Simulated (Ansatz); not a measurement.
Two isomers of C3H4F2O: A = `CO/C(F)=C/F`, B = `FC(F)C1CO1`.

Computed with Ansatz on PBE0-D4/def2-TZVP structures; ΔE is electronic, products minus reactants. CCSD(T)/CBS is the MP2 limit (def2-TZVPP, def2-QZVPP) plus CCSD(T) − MP2 in def2-TZVPP, frozen cores. Functionals use def2-TZVPP. B3LYP here is the variant with VWN-RPA as its local correlation; programs differ in this. Each species was taken in one conformer, which may not be the lowest.

A:

Z-matrix (Å, degrees):
```
C
O 1 1.428
H 1 1.091 2 110.9
H 1 1.094 2 110.2 3 -121.9
H 1 1.088 2 106.1 3 119.1
C 2 1.328 1 114.9 3 62.3
C 6 1.324 2 123.4 1 121.6
F 6 1.333 2 114.9 1 -60.9
F 7 1.335 6 121.5 2 174.1
H 7 1.080 6 122.7 2 -3.8
```

B:

Z-matrix (Å, degrees):
```
C
F 1 1.357
C 1 1.496 2 109.6
F 1 1.355 2 107.2 3 119.6
H 1 1.095 2 109.0 3 -123.3
C 3 1.456 1 119.7 2 -90.4
O 3 1.412 1 115.0 2 -157.8
H 3 1.088 1 114.7 2 63.8
H 6 1.086 3 119.0 1 153.0
H 6 1.087 3 119.6 1 0.4
```

Question: Which is lower in electronic energy at CCSD(T)/CBS, and by how much? (Estimate.)

Answer: The calculation gave: B, by 6.7 kcal/mol.

Question: Give E(B) − E(A) in kcal/mol with B3LYP, CCSD(T)/def2-TZVPP, B2PLYP, B3LYP-D4, PBE0-D4, MP2/def2-TZVPP, CCSD/def2-TZVPP. (Best estimate.)

Answer: The calculation gave: B3LYP -2.5, CCSD(T)/def2-TZVPP -6.9, B2PLYP -4.9, B3LYP-D4 -2.6, PBE0-D4 -7.2, MP2/def2-TZVPP -9.4, CCSD/def2-TZVPP -7.1. None reverses the order clearly.

Largest T1 diagnostic: 0.012.

From PBE to PBE0 (25 % exact exchange), in def2-TZVPP and without D4, E(B) − E(A) moves by −1.8 kcal/mol. In def2-TZVPP, CCSD(T) changes the Hartree–Fock value by −2.5 kcal/mol (the triples alone add +0.2 kcal/mol) and MP2 by −5.1 kcal/mol.
